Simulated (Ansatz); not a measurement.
# SiNH3 (singlet): wave-function methods side by side at scale of all distances = 1.987, cc-pVDZ

The task here is to estimate one member of a computed series from the others.

Program: Ansatz 0.2.0, Gaussian basis. Level of theory: cc-pVDZ, core rule «outside noble gas», up to 6 orbitals frozen. These are calculated values, not measurements.

To be run: UHF; CCSD(T) on RHF; CCSD(T) on UHF; BCCD(T) on RHF; CISD; CCSDT(Q) on RHF; CCSDT(Q) on UHF; CASSCF and MRCISD+Q, 2 electrons in 2 orbitals; CASSCF and NEVPT2, 2 electrons in 2 orbitals.

10 further runs of the same task are left out: 1 for a known fault of the program, 7 that didn't finish, 2 set aside as unsound or not needed.

## The geometry

The geometry derives from a PBE0/def2-TZVP stationary point (not a proven minimum). All distances are scaled together.

5 atoms, charge 0, spin multiplicity 1.

Atoms are counted from 1 here; the program's logs count them from 0.

No contacts short enough for the rule that draws bonds.

The first run:

File in.yaml:

```yaml
crystal:
  periodic: [false, false, false]
  atoms:
    - {symbol: Si, position_ang: [0.000000, -0.059133, 1.002418]}
    - {symbol: N, position_ang: [0.000000, 0.226925, -2.149465]}
    - {symbol: H, position_ang: [0.000000, -2.507606, 2.667957]}
    - {symbol: H, position_ang: [0.000000, 2.393431, 2.612965]}
    - {symbol: H, position_ang: [0.000000, -1.391558, -3.342813]}
basis:
  gaussian: {orbitals: cc-pVDZ}
magnetization: {spin_polarized: true, initial_magnetization: 0}
hamiltonian: {xc: hf}
output: {orbitals: {seedname: orbitals}}
```

Run with:

```console
> ansatz run in.yaml --threads 1 --pin off --events-out ev --progress --plain --max-ram 2393MiB
```

Among the steps run: UHF; CCSD(T) on RHF; CCSD(T) on UHF; BCCD(T) on RHF; CISD; CCSDT(Q) on RHF; CCSDT(Q) on UHF; CASSCF and MRCISD+Q, 2 electrons in 2 orbitals; CASSCF and NEVPT2, 2 electrons in 2 orbitals.

One of the session's tables, all rows but one given; the rest of the session is left out.

It belongs to the step «Misses and costs». 

```
   method  from RCCSDT(Q) (meV)
      RHF              +11873.9
      UHF               +2994.1
     RMP2               +4323.4
     UMP2                -374.2
     CISD               +3686.1
    RCCSD               +1023.8
    UCCSD               -1594.3
 RCCSD(T)                +193.3
 UCCSD(T)                     ?
  BCCD(T)                +194.9
   RCCSDT                 +28.7
   UCCSDT               -1911.0
RCCSDT(Q)                     0
UCCSDT(Q)               -1931.4
```

Estimate the missing values for UCCSD(T).

As computed: from RCCSDT(Q) (meV): -1728.5. In the column «from RCCSDT(Q) (meV)» it lies between UCCSDT (-1911.0) and UCCSD (-1594.3).

Left out of the table: CASSCF pair, NEVPT2 pair, MRCISD pair, MRCISD+Q pair (the active space lost an orbital or holds another state than full CI finds).

To keep in mind: The determinant is far from a pure spin state, so its energy mixes those of several spin states (harmless only where they are near-degenerate, as at dissociation). The report flags that the cluster equations may have other roots. The program flags RCCSD(T), BCCD(T), RCCSDT(Q) as in doubt, so the zero of the table is itself unsure. Warnings: restricted reference is unstable; spin contamination; large T1 diagnostic. Restricted and unrestricted rows rest on different reference determinants; where their highest levels disagree by more than a few hundredths of an eV, they describe different states and don't form one ladder. Warnings in the runs' records: passed over end.
